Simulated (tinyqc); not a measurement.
UKS/LDA (VWN5) in the sto-3g basis, for NH, spin multiplicity 3, step by step. One step of it, computed by the program tinyqc.

Task: Iteration 1: diagonalisation and new density. A level shift of 0.5 hartree raises the virtual space: F + shift (S - S D(s) S), with D(s) the density of one spin. Diagonalise F' = X^T F X, C = X C', fill 5 alpha and 3 beta electrons from the bottom; D(s) = C_occ C_occ^T; the new density keeps 0.3 of the old one (damping). Each column has its largest component positive (the first on a tie).

F(alpha) (hartree), order 1N 1s, 1N 2s, 1N 2px, 1N 2py, 1N 2pz, 2H 1s:
```
[[-13.015252, -3.416781, 0.000000, 0.000000, 0.016099, -0.128714],
 [-3.416781, -1.122365, 0.000000, 0.000000, 0.056262, -0.124652],
 [0.000000, 0.000000, 0.259692, -0.010438, 0.000000, 0.000000],
 [0.000000, 0.000000, -0.010438, 0.190538, 0.000000, 0.000000],
 [0.016099, 0.056262, 0.000000, 0.000000, 0.217484, -0.089806],
 [-0.128714, -0.124652, 0.000000, 0.000000, -0.089806, -0.299350]]
```

F(beta) (hartree), order 1N 1s, 1N 2s, 1N 2px, 1N 2py, 1N 2pz, 2H 1s:
```
[[-12.975209, -3.397196, 0.000000, 0.000000, 0.009478, -0.128108],
 [-3.397196, -1.007697, 0.000000, 0.000000, 0.003700, -0.120006],
 [0.000000, 0.000000, 0.338936, 0.002572, 0.000000, 0.000000],
 [0.000000, 0.000000, 0.002572, 0.353974, 0.000000, 0.000000],
 [0.009478, 0.003700, 0.000000, 0.000000, 0.318302, -0.088798],
 [-0.128108, -0.120006, 0.000000, 0.000000, -0.088798, -0.295267]]
```

X, order 1N 1s, 1N 2s, 1N 2px, 1N 2py, 1N 2pz, 2H 1s:
```
[[1.021735, -0.122737, 0.000000, 0.000000, -0.001084, 0.007994],
 [-0.122737, 1.028886, 0.000000, 0.000000, 0.008139, -0.070191],
 [0.000000, 0.000000, 1.000000, 0.000000, 0.000000, 0.000000],
 [0.000000, 0.000000, 0.000000, 1.000000, 0.000000, 0.000000],
 [-0.001084, 0.008139, 0.000000, 0.000000, 1.009082, -0.078678],
 [0.007994, -0.070191, 0.000000, 0.000000, -0.078678, 1.016109]]
```

D(alpha) at the start, order 1N 1s, 1N 2s, 1N 2px, 1N 2py, 1N 2pz, 2H 1s:
```
[[1.055684, -0.237500, 0.000000, 0.000000, 0.009601, -0.033936],
 [-0.237500, 1.014375, 0.000000, 0.000000, -0.036264, 0.111553],
 [0.000000, 0.000000, 1.000000, 0.000000, 0.000000, 0.000000],
 [0.000000, 0.000000, 0.000000, 1.000000, 0.000000, 0.000000],
 [0.009601, -0.036264, 0.000000, 0.000000, 0.971258, 0.073711],
 [-0.033936, 0.111553, 0.000000, 0.000000, 0.073711, 0.018554]]
```

D(beta) at the start, order 1N 1s, 1N 2s, 1N 2px, 1N 2py, 1N 2pz, 2H 1s:
```
[[0.998457, -0.024029, 0.000000, 0.000000, -0.107045, -0.019136],
 [-0.024029, 0.218072, 0.000000, 0.000000, 0.398853, 0.056346],
 [0.000000, 0.000000, 0.978691, -0.144412, 0.000000, 0.000000],
 [0.000000, 0.000000, -0.144412, 0.021309, 0.000000, 0.000000],
 [-0.107045, 0.398853, 0.000000, 0.000000, 0.733500, 0.103877],
 [-0.019136, 0.056346, 0.000000, 0.000000, 0.103877, 0.014727]]
```

overlap S, order 1N 1s, 1N 2s, 1N 2px, 1N 2py, 1N 2pz, 2H 1s:
```
[[1.000000, 0.235038, 0.000000, 0.000000, 0.000000, 0.008746],
 [0.235038, 1.000000, 0.000000, 0.000000, 0.000000, 0.133461],
 [0.000000, 0.000000, 1.000000, 0.000000, 0.000000, 0.000000],
 [0.000000, 0.000000, 0.000000, 1.000000, 0.000000, 0.000000],
 [0.000000, 0.000000, 0.000000, 0.000000, 1.000000, 0.153229],
 [0.008746, 0.133461, 0.000000, 0.000000, 0.153229, 1.000000]]
```

Give: F' = X^T F X; orbital energies; coefficients C; F' = X^T F X; orbital energies; coefficients C; D(alpha) after iteration 1; D(beta) after iteration 1.

Result:

F' = X^T F X (alpha) (hartree):
```
[[-12.7486, -1.8645, 0.0000, 0.0000, 0.0025, 0.0251],
 [-1.8645, -0.4905, 0.0000, 0.0000, 0.0813, -0.1483],
 [0.0000, 0.0000, 0.2597, -0.0104, 0.0000, 0.0000],
 [0.0000, 0.0000, -0.0104, 0.1905, 0.0000, 0.0000],
 [0.0025, 0.0813, 0.0000, 0.0000, 0.2463, -0.1647],
 [0.0251, -0.1483, 0.0000, 0.0000, -0.1647, 0.1931]]
```

orbital energies (alpha) (hartree): [-13.0260, -0.2641, 0.0640, 0.1890, 0.2612, 0.4265]

coefficients C (alpha), order 1N 1s, 1N 2s, 1N 2px, 1N 2py, 1N 2pz, 2H 1s:
```
[[0.9926, -0.2569, 0.0528, 0.0000, 0.0000, -0.0717],
 [0.0300, 0.9672, -0.2222, 0.0000, 0.0000, 0.3048],
 [0.0000, 0.0000, 0.0000, 0.1461, 0.9893, 0.0000],
 [0.0000, 0.0000, 0.0000, 0.9893, -0.1461, 0.0000],
 [-0.0010, -0.0705, 0.6514, 0.0000, 0.0000, 0.7715],
 [-0.0026, 0.2358, 0.6602, 0.0000, 0.0000, -0.7431]]
```

F' = X^T F X (beta) (hartree):
```
[[-12.7013, -1.9198, 0.0000, 0.0000, 0.0340, 0.0195],
 [-1.9198, -0.0042, 0.0000, 0.0000, -0.1794, -0.1115],
 [0.0000, 0.0000, 0.3496, 0.0748, 0.0000, 0.0000],
 [0.0000, 0.0000, 0.0748, 0.8433, 0.0000, 0.0000],
 [0.0340, -0.1794, 0.0000, 0.0000, 0.4650, -0.1886],
 [0.0195, -0.1115, 0.0000, 0.0000, -0.1886, 0.2007]]
```

orbital energies (beta) (hartree): [-12.9852, -0.0197, 0.3385, 0.3561, 0.6090, 0.8544]

coefficients C (beta), order 1N 1s, 1N 2s, 1N 2px, 1N 2py, 1N 2pz, 2H 1s:
```
[[0.9928, -0.1433, 0.0000, -0.2068, 0.1006, 0.0000],
 [0.0291, 0.5243, 0.0000, 0.8170, -0.3680, 0.0000],
 [0.0000, 0.0000, 0.9892, 0.0000, 0.0000, 0.1465],
 [0.0000, 0.0000, -0.1465, 0.0000, 0.0000, 0.9892],
 [-0.0004, 0.4291, 0.0000, 0.1585, 0.9029, 0.0000],
 [-0.0026, 0.6230, 0.0000, -0.7326, -0.3446, 0.0000]]
```

D(alpha) after iteration 1, order 1N 1s, 1N 2s, 1N 2px, 1N 2py, 1N 2pz, 2H 1s:
```
[[1.0545, -0.2325, 0.0000, 0.0000, 0.0389, -0.0300],
 [-0.2325, 0.9944, 0.0000, 0.0000, -0.1599, 0.0904],
 [0.0000, 0.0000, 1.0000, 0.0000, 0.0000, 0.0000],
 [0.0000, 0.0000, 0.0000, 1.0000, 0.0000, 0.0000],
 [0.0389, -0.1599, 0.0000, 0.0000, 0.5918, 0.3115],
 [-0.0300, 0.0904, 0.0000, 0.0000, 0.3115, 0.3496]]
```

D(beta) after iteration 1, order 1N 1s, 1N 2s, 1N 2px, 1N 2py, 1N 2pz, 2H 1s:
```
[[1.0039, -0.0396, 0.0000, 0.0000, -0.0755, -0.0700],
 [-0.0396, 0.2585, 0.0000, 0.0000, 0.2772, 0.2455],
 [0.0000, 0.0000, 0.9786, -0.1448, 0.0000, 0.0000],
 [0.0000, 0.0000, -0.1448, 0.0214, 0.0000, 0.0000],
 [-0.0755, 0.2772, 0.0000, 0.0000, 0.3490, 0.2183],
 [-0.0700, 0.2455, 0.0000, 0.0000, 0.2183, 0.2761]]
```
